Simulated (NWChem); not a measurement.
Molecule: carbon tetrachloride (CCl4); SMILES ClC(Cl)(Cl)Cl

Computed with NWChem. Pople sets run with spherical d functions. Medium grid unless said otherwise, to which SCAN and Minnesota functionals are sensitive. Structure relaxed at the PBE-D3(BJ)/def2-SVP level.

For level MN15-L/6-31G*:

| Item | Value |
|---|---|
| highest occupied level (eV) | -8.47 |
| orbital gap (eV) | 5.93 |

How do the values read with level B3PW91/6-31G* instead?


| Property | Value |
|---|---|
| highest occupied level (eV) | -8.93 |
| orbital gap (eV) | 6.81 |
